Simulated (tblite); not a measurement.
A geometry optimisation, step by step.

Species: methanesulfonyl chloride, CH₃ClO₂S.
Bonds: C1–S2, S2–O3 (double), S2–O4 (double), S2–Cl5. Hydrogens: H6, H7, H8 on C1.

Computed with GFN2-xTB (tblite), gas phase: L-BFGS steps from a force-field or distance-geometry start until the largest atomic force falls under 0.01 eV/Å. 12 of its 54 geometries are shown.

Step 0: E = -532.2896 eV, largest atomic force 7.221 eV/Å
```
atom  x, y, z in Å  |  force x, y, z in eV/Å
C1     -0.940    0.070   -0.056   -2.742   0.181  -0.507
S2      0.790   -0.098    0.076    3.837  -6.029   1.034
O3      1.319   -1.021   -1.000   -1.634   2.917   1.733
O4      1.075   -0.784    1.396   -0.889   2.650  -2.526
Cl5     1.831    1.661   -0.109   -0.517  -0.132   0.146
H6     -1.486   -0.148    0.892    0.915   0.370  -0.509
H7     -1.284    1.040   -0.460    0.482  -0.420   0.315
H8     -1.295   -0.711   -0.764    0.548   0.463   0.315
```

Step 5: E = -533.0348 eV, largest atomic force 0.418 eV/Å
```
atom  x, y, z in Å  |  force x, y, z in eV/Å
C1     -0.978    0.059   -0.079    0.156  -0.018   0.007
S2      0.817   -0.227    0.094    0.113   0.148  -0.052
O3      1.284   -0.961   -1.041   -0.169  -0.023   0.382
O4      1.076   -0.693    1.422    0.000   0.025  -0.397
Cl5     1.758    1.611   -0.083   -0.367  -0.138   0.101
H6     -1.428   -0.117    0.889    0.091   0.031   0.054
H7     -1.241    1.043   -0.447    0.264  -0.029  -0.010
H8     -1.280   -0.707   -0.780   -0.087   0.003  -0.084
```

Step 10: E = -533.0763 eV, largest atomic force 0.443 eV/Å
```
atom  x, y, z in Å  |  force x, y, z in eV/Å
C1     -0.964    0.051   -0.084    0.004   0.059   0.001
S2      0.804   -0.222    0.086    0.157  -0.407   0.079
O3      1.267   -0.988   -1.023    0.047   0.036  -0.083
O4      1.089   -0.689    1.403   -0.019  -0.005   0.069
Cl5     1.661    1.610   -0.060   -0.073   0.221  -0.061
H6     -1.391   -0.103    0.895   -0.070   0.009   0.052
H7     -1.164    1.044   -0.451    0.034   0.120  -0.041
H8     -1.294   -0.695   -0.792   -0.081  -0.032  -0.016
```

Step 14: E = -533.0911 eV, largest atomic force 0.135 eV/Å
```
atom  x, y, z in Å  |  force x, y, z in eV/Å
C1     -0.957    0.052   -0.085    0.000  -0.037   0.009
S2      0.812   -0.253    0.089   -0.058   0.121  -0.018
O3      1.275   -1.006   -1.028    0.118   0.020   0.005
O4      1.098   -0.702    1.410    0.051  -0.077   0.022
Cl5     1.599    1.639   -0.060   -0.040  -0.088  -0.041
H6     -1.386   -0.092    0.898   -0.050   0.065  -0.068
H7     -1.117    1.056   -0.457    0.012  -0.059   0.040
H8     -1.315   -0.686   -0.793   -0.034   0.056   0.051
```

Step 19: E = -533.0957 eV, largest atomic force 0.041 eV/Å
```
atom  x, y, z in Å  |  force x, y, z in eV/Å
C1     -0.954    0.049   -0.083   -0.012  -0.002   0.004
S2      0.815   -0.258    0.092    0.022  -0.022   0.006
O3      1.300   -0.999   -1.025   -0.001   0.021  -0.001
O4      1.108   -0.716    1.409   -0.007   0.013  -0.021
Cl5     1.575    1.636   -0.070    0.012   0.002   0.011
H6     -1.399   -0.076    0.893   -0.014   0.006   0.038
H7     -1.102    1.054   -0.453    0.016   0.013  -0.021
H8     -1.332   -0.679   -0.788   -0.016  -0.031  -0.017
```

Step 24: E = -533.0960 eV, largest atomic force 0.033 eV/Å
```
atom  x, y, z in Å  |  force x, y, z in eV/Å
C1     -0.957    0.047   -0.082    0.006   0.002  -0.004
S2      0.815   -0.258    0.091   -0.030  -0.005  -0.004
O3      1.302   -0.994   -1.028   -0.002   0.004  -0.002
O4      1.108   -0.717    1.408    0.007  -0.009   0.002
Cl5     1.576    1.636   -0.067    0.003   0.009   0.011
H6     -1.402   -0.072    0.897    0.015   0.011  -0.027
H7     -1.097    1.052   -0.458   -0.005  -0.020  -0.006
H8     -1.337   -0.683   -0.786    0.006   0.007   0.031
```

Step 29: E = -533.0967 eV, largest atomic force 0.069 eV/Å
```
atom  x, y, z in Å  |  force x, y, z in eV/Å
C1     -0.956    0.044   -0.083   -0.013   0.012   0.001
S2      0.813   -0.259    0.089    0.062   0.030   0.005
O3      1.302   -0.983   -1.036    0.007  -0.015  -0.009
O4      1.109   -0.725    1.403   -0.006  -0.030  -0.002
Cl5     1.577    1.640   -0.049   -0.029  -0.026   0.007
H6     -1.400   -0.054    0.896   -0.003   0.024   0.053
H7     -1.088    1.041   -0.478   -0.032   0.038  -0.029
H8     -1.347   -0.696   -0.768    0.015  -0.033  -0.027
```

Step 34: E = -533.1073 eV, largest atomic force 0.249 eV/Å
```
atom  x, y, z in Å  |  force x, y, z in eV/Å
C1     -0.957    0.049   -0.095    0.049  -0.010   0.125
S2      0.819   -0.259    0.082   -0.144  -0.095  -0.089
O3      1.312   -0.875   -1.104    0.053  -0.019  -0.038
O4      1.125   -0.846    1.346   -0.112   0.043  -0.051
Cl5     1.550    1.645    0.112    0.010   0.081   0.027
H6     -1.365    0.155    0.903    0.024   0.069  -0.048
H7     -1.082    0.957   -0.679    0.000  -0.239   0.070
H8     -1.393   -0.817   -0.589    0.121   0.171   0.005
```

Step 39: E = -533.1191 eV, largest atomic force 0.303 eV/Å
```
atom  x, y, z in Å  |  force x, y, z in eV/Å
C1     -0.950    0.050   -0.085   -0.130   0.052  -0.056
S2      0.819   -0.262    0.065   -0.014  -0.097  -0.013
O3      1.321   -0.820   -1.149   -0.030   0.099   0.118
O4      1.107   -0.912    1.302   -0.028   0.043  -0.093
Cl5     1.531    1.651    0.210    0.012  -0.013  -0.010
H6     -1.338    0.289    0.905    0.099  -0.078  -0.275
H7     -1.089    0.873   -0.784    0.043  -0.166   0.173
H8     -1.391   -0.860   -0.488    0.048   0.160   0.156
```

Step 43: E = -533.1279 eV, largest atomic force 0.215 eV/Å
```
atom  x, y, z in Å  |  force x, y, z in eV/Å
C1     -0.947    0.052   -0.090   -0.143  -0.007  -0.008
S2      0.815   -0.262    0.052    0.048   0.007   0.018
O3      1.336   -0.730   -1.189   -0.009  -0.002   0.042
O4      1.086   -0.992    1.246    0.029   0.045  -0.052
Cl5     1.518    1.644    0.314   -0.006  -0.040   0.025
H6     -1.302    0.429    0.865    0.061  -0.088  -0.165
H7     -1.095    0.775   -0.887    0.001  -0.124   0.090
H8     -1.402   -0.907   -0.335    0.019   0.208   0.050
```

Step 48: E = -533.1311 eV, largest atomic force 0.038 eV/Å
```
atom  x, y, z in Å  |  force x, y, z in eV/Å
C1     -0.947    0.052   -0.094    0.001  -0.005  -0.005
S2      0.816   -0.261    0.047    0.013  -0.020  -0.015
O3      1.343   -0.702   -1.201   -0.002  -0.001   0.016
O4      1.088   -1.014    1.226    0.024   0.010   0.000
Cl5     1.508    1.638    0.357    0.010   0.008   0.015
H6     -1.284    0.470    0.844   -0.003   0.022  -0.006
H7     -1.097    0.731   -0.922   -0.014   0.003   0.011
H8     -1.417   -0.905   -0.282   -0.029  -0.018  -0.016
```

Step 53: E = -533.1315 eV, largest atomic force 0.009 eV/Å
```
atom  x, y, z in Å  |  force x, y, z in eV/Å
C1     -0.948    0.049   -0.095   -0.003   0.001  -0.005
S2      0.817   -0.262    0.046   -0.002   0.002   0.005
O3      1.347   -0.697   -1.203    0.000  -0.002  -0.003
O4      1.095   -1.017    1.223    0.000  -0.001  -0.002
Cl5     1.505    1.637    0.368    0.000   0.001   0.000
H6     -1.281    0.482    0.838   -0.001   0.002  -0.002
H7     -1.098    0.723   -0.928    0.001  -0.005   0.007
H8     -1.427   -0.905   -0.275    0.004   0.003   0.000
```

Q: Summarise the path.

A: The energy falls by 19.41 kcal/mol from step 0 to step 53; nine tenths of that is first reached at step 6. It rises by more than 0.2 meV at step 35. The largest force goes from 7.221 to 0.009 eV/Å. Among the bonds S2=O4 changes most (a near tie, within 0.001 Å, with another), from 1.514 to 1.425 Å; the atoms move by 0.458 Å rms after alignment.

Q: Follow the three bonds and two angles with the largest change from start to end.

A: 
```csv
step,E above end (kcal/mol),largest force (eV/Å),S2=O4 (Å),S2=O3 (Å),C1–S2 (Å),C1–S2–Cl5 (°),O3–S2–O4 (°)
0,19.41,7.221,1.514,1.513,1.743,114.4,106.1
2,4.45,0.679,1.425,1.425,1.840,109.6,114.4
5,2.23,0.418,1.431,1.431,1.826,107.4,120.7
7,1.72,0.279,1.422,1.424,1.811,106.8,121.0
9,1.43,0.372,1.422,1.426,1.799,106.4,119.1
12,1.01,0.193,1.426,1.426,1.800,103.3,119.1
14,0.93,0.135,1.424,1.425,1.803,102.3,119.7
16,0.85,0.148,1.424,1.425,1.805,101.6,119.6
18,0.83,0.044,1.426,1.425,1.804,101.5,119.2
21,0.82,0.022,1.425,1.425,1.805,101.5,119.2
23,0.82,0.028,1.425,1.425,1.806,101.6,119.2
25,0.81,0.036,1.425,1.425,1.806,101.7,119.3
28,0.81,0.048,1.425,1.425,1.804,101.7,119.3
30,0.79,0.134,1.425,1.424,1.801,101.7,119.4
32,0.72,0.212,1.425,1.424,1.801,101.6,119.4
35,0.82,0.444,1.421,1.432,1.799,100.6,119.4
37,0.36,0.079,1.426,1.425,1.804,101.0,119.2
39,0.28,0.303,1.427,1.427,1.802,100.7,119.2
41,0.19,0.105,1.425,1.425,1.800,100.8,119.2
44,0.05,0.054,1.425,1.424,1.796,100.7,119.4
46,0.03,0.081,1.425,1.425,1.795,100.6,119.4
48,0.01,0.038,1.425,1.425,1.796,100.5,119.4
51,0.00,0.022,1.425,1.424,1.798,100.5,119.4
53,0.00,0.009,1.425,1.425,1.798,100.5,119.3
```

The cost below is that of the whole relaxation. Hardware: Arm Neoverse V1, one thread, on a shared host. Cost: 0.22 s of wall time.
